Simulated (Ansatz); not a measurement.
AlH⁻, doublet: the ladder up to full CI

Geometry: a point of a stretch scan, not a stationary point.

```yaml
atoms:
  - { symbol: Al, position_ang: [0.0000, 0.0000, 0.0000] }
  - { symbol: H, position_ang: [0.0000, 0.0000, 2.3390] }
```

Basis aug-cc-pVDZ; Ansatz 0.2.0. Correlated methods freeze the noble-gas cores, which leaves 5 electrons in 31 orbitals. Prefix R: restricted or restricted open-shell reference; prefix U: unrestricted. Active spaces: pair = (3e, 3o) about the gap; valence = (5e, 5o) chosen from the atoms' valence shells.

Full CI is exact within this basis and frozen core; it isn't the basis-set limit. The frozen core follows each run's orbitals, which can shift R against U totals by a few meV.

For open shells CISD is restricted-active-space CI with the open shells as a complete middle space.

```
UHF ⟨S²⟩                          : 0.771
T1 diagnostic (RCCSD)             : 0.0286
largest doubles amplitude (RCCSD) : 0.080
T1 diagnostic (UCCSD)             : 0.0259
```

```csv
level,E − E(RHF) (eV)
UHF,-0.0786
RMP2,-1.7991
UMP2,-1.7881
RCCSD,-2.4772
UCCSD,-2.4805
RCCSD(T),-2.5561
UCCSD(T),-2.5559
```

**Question.** Estimate how far full CI in aug-cc-pVDZ lies from RCCSD(T). The table doesn't fix it; the size of (T) and the diagnostics are the guide.

**Answer.** Full CI in aug-cc-pVDZ lies 3.1 kJ/mol below RCCSD(T), which is 41 % of the (T) step (-7.6 kJ/mol). The diagnostics give no warning, yet the rest is a sizeable part of (T).

The other levels:

| level | E − E(full CI) (kJ/mol) | share of correlation (%) | wall time |
| --- | --- | --- | --- |
| CISD | 20.5 | 91.80 | 0.81 s |
| BCCD(T) | 3.2 | 98.73 | 1.6 s |
| RCCSDT | 0.4 | 99.85 | – |
| UCCSDT | 0.4 | 99.86 | – |
| RCCSDT(Q) | 0.1 | 99.97 | 4 s |
| UCCSDT(Q) | 0.1 | 99.97 | 4.5 s |
| CASSCF (pair space) | 195.8 | 21.61 | – |
| NEVPT2 (pair space) | 66.1 | 73.54 | 0.72 s |
| MRCISD (pair space) | 12.6 | 94.94 | – |
| MRCISD+Q (pair space) | -4.5 | 101.79 | 0.87 s |
| CASSCF (valence space) | 156.9 | 37.20 | – |
| NEVPT2 (valence space) | 57.7 | 76.91 | 0.63 s |
| MRCISD (valence space) | 10.3 | 95.87 | – |
| MRCISD+Q (valence space) | -0.2 | 100.07 | 0.9 s |

The correlation energy at full CI, counted from RHF, is -2.589 eV. That run took 10 s on 1 thread of Arm Neoverse V2, shared host over 522,431 determinants.

Times hold each run's SCF and search for its determinant on a shared host, so for small cases they say little of a method's own cost; they ran on 1 thread of Arm Neoverse V2.

Not variational, and here over 5 meV under the exact energy: MRCISD+Q (pair space).

The full-CI state has the irrep B1 of C2v, in the program's axes (one component, if the state is degenerate).

Natural occupations of full CI about the gap: 1.913 1.864 0.973 0.075 0.057 0.020 0.017 0.015 0.014 0.011; effectively unpaired electrons, Σ n²(2−n)², 1.13.
